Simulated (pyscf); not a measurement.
Structures and frequencies: ωB97X-D3(BJ)/def2-SVP in PySCF. Correlated levels are frozen-core, on RHF or UHF. ΔMP2 is the change of the MP2 total energy from the triple- to the quadruple-zeta basis.

Q: Estimate the classical barrier height and the reaction energy of `[SH][S][GeH]` [singlet] → `[S]=[Ge]` [singlet] + `[SH2]` at CCSD(T)/def2-TZVPP + ΔMP2(QZVPP). The step runs on the singlet surface, breaks Ge–H, S–S and forms H–S; take the reactant's lowest minimum found as zero.

A: ΔE‡ = 38.5 kcal/mol, ΔE = -20.2 kcal/mol. Zero-point energy shifts the barrier by -1.7 kcal/mol. It is an elimination, with an imaginary mode of 1249i cm⁻¹. HS–S–GeH: [singlet] lies 35.8 kcal/mol over its isomer HS–Ge:–SH [singlet] (electronic energy, ωB97M-D3(BJ)). One saddle was located; it need not be the lowest between these sides. The CCSD(T) − MP2 part came from Ansatz, without density fitting, on the same reference. The frozen core leaves the outer d or s,p core shells of the metals and heavy elements correlated in the MP2 and CC values, and def2-TZVPP describes them poorly, which can shift differences by a few kcal/mol. Elements up to Kr have no core potential and no relativistic terms here.
